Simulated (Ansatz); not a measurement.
Input file:

```yaml
crystal:
  periodic: [false, false, false]
  atoms:
    - {symbol: Si, position_ang: [0.000000, 0.000000, 1.621967]}
    - {symbol: C, position_ang: [0.000000, 0.000000, -0.060484]}
    - {symbol: H, position_ang: [0.000000, 0.000000, -1.561484]}
basis:
  gaussian: {orbitals: def2-mTZVP, point_charges: [{charge: 1.00, position_ang: [4.317, -0.338, 0.523]}]}
magnetization: {spin_polarized: false, initial_magnetization: 1}
hamiltonian: {xc: hf}
output: {orbitals: {seedname: orbitals}}
```

```sh
$ ansatz run in.yaml --threads 1 --pin off --events-out ev --progress --plain --max-ram 2393MiB
```

Log:

```
393 factors; integrals over basis functions are off by at most 1.3e-3 eV
mean field evaluation 1: about -8902.3928 eV, gradient 1.6e1 eV
mean field evaluation 2: about -8902.3941 eV, gradient 1.6e1 eV
mean field evaluation 4: about -8903.4031 eV, gradient 3.2e0 eV
mean field evaluation 8: about -8903.4661 eV, gradient 1.4e-1 eV
mean field evaluation 16: about -8874.6301 eV, gradient 4.4e1 eV
mean field evaluation 32: about -8903.1970 eV, gradient 1.8e0 eV
mean field evaluation 64: about -8903.1387 eV, gradient 4.7e0 eV
mean field evaluation 96: about -8900.6078 eV, gradient 6.9e0 eV
mean field -8903.46682469 eV, -327.1963708209 hartree, gradient 7.8e-6 eV, S^2 0.750000; 3 other end points of the search recorded, 0 dependent functions left out
reference -8903.46682469 eV, -327.1963708209 hartree; 11, 10 occupied and 33, 34 virtual orbitals, 393 factors
Total energy: -8903.46682469 eV, -327.1963708209 hartree
```

Ran on 1 thread of Arm Neoverse V1, shared host: 0.48 s wall, 0.07 GiB peak host memory.
